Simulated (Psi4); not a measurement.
# One shape, several levels: BH2SCl (SMILES SBCl)

Aim: a comparison of 6 runs (HF/def2-SVP, CAM-B3LYP/3-21G, B3LYP/6-31G*, BP86/3ZaPa-NR, MP2/6-31G**, CEPA(3)/6-31G**) of BH2SCl. 

The calculation is run with Psi4 1.11.

3 further runs of the same task are left out: 3 set aside as unsound or not needed.

## 1. The system as given

BH2SCl: 5 atoms, total charge 0, spin state singlet. As SMILES, `SBCl`. The coordinates come from a PBE0-D4/def2-TZVP relaxation. This is one conformer, not always the lowest.

Bond lengths: S1–B2 1.779 Å, B2–Cl3 1.745 Å, S1–H4 1.343 Å, B2–H5 1.189 Å. Angles: S1–B2–Cl3 118.6°, S1–B2–H5 122.1°, Cl3–B2–H5 119.3°, B2–S1–H4 96.0°.

## 2. A single-point energy at HF/def2-SVP (run 1)

The input, job.py:

```python
import psi4

psi4.set_memory(1600000000)
psi4.set_num_threads(1)
psi4.set_output_file('psi4.out', False)

geom = psi4.geometry("""
S     -1.294500    -0.008800    -0.323500
B      0.402900    -0.217800     0.164700
Cl     0.888700    -1.738900     0.868900
H     -1.157600     1.248200    -0.777100
H      1.210400     0.643400     0.025700
symmetry c1
no_reorient
no_com
""")

psi4.set_options({
    'puream': True,
    'e_convergence': 1e-09,
    'd_convergence': 1e-08,
    'scf_type': 'pk',
})

e_tot, wfn = psi4.energy("scf/def2-SVP", molecule=geom, return_wfn=True)
psi4.oeprop(wfn, "MULLIKEN_CHARGES", "WIBERG_LOWDIN_INDICES", "LOWDIN_CHARGES", title="SCF")
print(f'scf/def2-SVP energy: {e_tot:.10f} Eh')
```

The run is started by

```bash
$ python job.py
```

psi4.out:

```text
[...]
  Running in c1 symmetry.
[...]
  Nuclear repulsion =  115.979431471867386
[...]
  Multiplicity = 1
[...]
  Nalpha       = 20
  Nbeta        = 20
[...]
    Number of basis functions: 60
[...]
   @RHF iter   1:  -882.62687810017701   -3.44151e-01   3.00634e-03 ADIIS/DIIS
[...]
   @RHF iter  12:  -882.65726745142854   -3.41061e-13   2.39563e-09 DIIS
[...]
  @RHF Final Energy:  -882.65726745142854
   => Energetics <=
    Nuclear Repulsion Energy =            115.9794314718673860
    One-Electron Energy =               -1449.6733217364446773
    Two-Electron Energy =                 451.0366228131487105
    Total Energy =                       -882.6572674514285382
[...]
 Multipole Moments:
 ------------------------------------------------------------------------------------
     Multipole            Electronic (a.u.)      Nuclear  (a.u.)        Total (a.u.)
 ------------------------------------------------------------------------------------
 L = 1.  Multiply by 2.5417464519 to convert [e a0] to [Debye]
 Dipole X            :          6.6955462           -6.6835834            0.0119629
 Dipole Y            :         55.2711589          -54.6121402            0.6590187
 Dipole Z            :        -18.5206375           18.2687383           -0.2518991
 Magnitude           :                                                    0.7056217
[...]
```

On the terminal:

```text
scf/def2-SVP energy: -882.6572674514 Eh
```

It took 1.4 s on 1 thread of Intel Xeon 6975P-C (Granite Rapids), shared host; peak memory 0.2 GiB.

## 3. A single-point energy at CAM-B3LYP/3-21G (run 2)

The input, job.py:

```python
import psi4

psi4.set_memory('1600 MB')
psi4.set_num_threads(1)
psi4.set_output_file('output.dat', False)

mol = psi4.geometry("""
S
B 1 1.778535
Cl 2 1.745177 1 118.61062
H 1 1.343333 2 96.04945 3 -179.96488
H 2 1.188715 3 119.31073 1 -179.99136
symmetry c1
""")

psi4.set_options({
    'basis': '3-21G',
    'puream': True,
    'e_convergence': 1e-09,
    'd_convergence': 1e-08,
    'scf_type': 'pk',
    'dft_radial_points': 99,
    'dft_spherical_points': 590,
})

result, w = psi4.energy('CAM-B3LYP', return_wfn=True)
print(f'CAM-B3LYP energy: {result:.10f} Eh')
```

The run is started by

```bash
$ python job.py
```

output.dat:

```text
[...]
  Running in c1 symmetry.
[...]
  Nuclear repulsion =  115.979447163652125
[...]
  Multiplicity = 1
[...]
  Nalpha       = 20
  Nbeta        = 20
[...]
    Number of basis functions: 39
[...]
   @RKS iter   1:  -880.10798487790862   -1.78903e-01   6.12462e-03 DIIS/ADIIS
[...]
   @RKS iter  10:  -880.14472249533605   -2.38742e-12   7.86201e-09 DIIS
[...]
  @RKS Final Energy:  -880.14472249533605
   => Energetics <=
    Nuclear Repulsion Energy =            115.9794471636521251
    One-Electron Energy =               -1445.1289979306091027
    Two-Electron Energy =                 493.6140160646688742
    DFT Exchange-Correlation Energy =     -44.6091877930480294
    Empirical Dispersion Energy =           0.0000000000000000
    VV10 Nonlocal Energy =                  0.0000000000000000
    Total Energy =                       -880.1447224953360546
[...]
 Multipole Moments:
 ------------------------------------------------------------------------------------
     Multipole            Electronic (a.u.)      Nuclear  (a.u.)        Total (a.u.)
 ------------------------------------------------------------------------------------
 L = 1.  Multiply by 2.5417464519 to convert [e a0] to [Debye]
 Dipole X            :         -0.0006650            0.0009138            0.0002488
 Dipole Y            :         -2.7280615            3.6197254            0.8916639
 Dipole Z            :          1.8218297           -2.0084900           -0.1866604
 Magnitude           :                                                    0.9109922
[...]
```

On the terminal:

```text
CAM-B3LYP energy: -880.1447224953 Eh
```

It took 4.5 s on 1 thread of Intel Xeon 6975P-C (Granite Rapids), shared host; peak memory 0.46 GiB.

Runs 3 to 5 aren't shown in full; the table further down has their settings and results.

## 4. A single-point energy at CEPA(3)/6-31G(d,p) (Cholesky decomposition, Cartesian functions) (run 6)

The input, job.in:

```
memory 1600 mb

molecule mol {
  0 1
  S     -1.294500    -0.008800    -0.323500
  B      0.402900    -0.217800     0.164700
  Cl     0.888700    -1.738900     0.868900
  H     -1.157600     1.248200    -0.777100
  H      1.210400     0.643400     0.025700
  units angstrom
  symmetry c1
}

set basis 6-31G**
set reference rhf
set scf_type cd
set freeze_core true
set scf_initial_accelerator adiis

result, w = energy('cepa(3)', return_wfn=True)
```

The run is started by

```bash
$ psi4 -i job.in -o job.out -n 1
```

job.out:

```text
[...]
  Running in c1 symmetry.
[...]
  Nuclear repulsion =  115.979431471867400
[...]
  Multiplicity = 1
[...]
  Nalpha       = 20
  Nbeta        = 20
[...]
    Number of basis functions: 63
[...]
   @RHF iter   1:  -882.87556976865096   -3.52629e-01   3.16739e-03 DIIS/ADIIS
[...]
   @RHF iter  12:  -882.90974030256507   -6.82121e-13   2.00841e-09 DIIS
[...]
  @RHF Final Energy:  -882.90974030256507
   => Energetics <=
    Nuclear Repulsion Energy =            115.9794314718674002
    One-Electron Energy =               -1449.9683829527093621
    Two-Electron Energy =                 451.0792111782767506
    Total Energy =                       -882.9097403025651829
[...]
 Multipole Moments:
 ------------------------------------------------------------------------------------
     Multipole            Electronic (a.u.)      Nuclear  (a.u.)        Total (a.u.)
 ------------------------------------------------------------------------------------
 L = 1.  Multiply by 2.5417464519 to convert [e a0] to [Debye]
 Dipole X            :          1.2043279           -1.1800879            0.0242400
 Dipole Y            :         -2.8622399            3.5974647            0.7352248
 Dipole Z            :          1.3955575           -1.6739440           -0.2783865
 Magnitude           :                                                    0.7865381
[...]
      * SCS-MP2 total energy:                 -883.247349856161
[...]
      * MP2 total energy:                     -883.251398468968
[...]
```

Run time: 2.9 s. Hardware: 1 thread of Intel Xeon 6975P-C (Granite Rapids), shared host; peak memory 0.3 GiB.

## 5. All runs side by side

```tsv
run	level	integration grid	task	energy (Eh)	dipole moment (D)	HOMO energy (eV)	LUMO energy (eV)	wall time
1	HF/def2-SVP	–	energy	-882.657267	1.79	-10.94	2.63	1.4 s
2	CAM-B3LYP/3-21G	99 radial × 590 angular	energy	-880.144722	2.32	-9.77	-0.22	4.5 s
3	B3LYP/6-31G* (Cartesian functions)	99 radial × 590 angular	gradient	-884.503683	1.74	-7.98	-1.28	6 s
4	BP86/3ZaPa-NR (density fitting)	75 radial × 302 angular	energy	-884.641070	1.45	-7.26	-2.38	7.8 s
5	MP2/6-31G** (spherical functions)	–	energy	-883.245178	–	-11.04	2.56	2 s
6	CEPA(3)/6-31G** (Cholesky decomposition, Cartesian functions)	–	energy	-883.285594	–	-11.04	2.56	2.9 s
```

## 6. What came out

| quantity | value |
| --- | --- |
| run 6: total energy | -883.28559 Eh |
| run 6: HOMO energy (Hartree–Fock orbitals) | -11.04 eV |
| run 6: LUMO energy (Hartree–Fock orbitals) | 2.56 eV |
| run 6: HOMO–LUMO gap (Hartree–Fock orbitals) | 13.60 eV |
| run 6: correlation energy (11 core orbitals frozen) | -375.9 mEh |

**Reading.** Over runs 1, 2, 3, 4 the dipole moment (its size) runs from 1.45 D (BP86/3ZaPa-NR) to 2.32 D (CAM-B3LYP/3-21G). The two ends differ in method and basis. Over runs 1, 2, 3, 4 the HOMO–LUMO gap runs from 4.88 eV (BP86/3ZaPa-NR) to 13.57 eV (HF/def2-SVP). Totals of different functionals can't be ranked against each other. All runs together took 25 s, the longest 7.8 s.
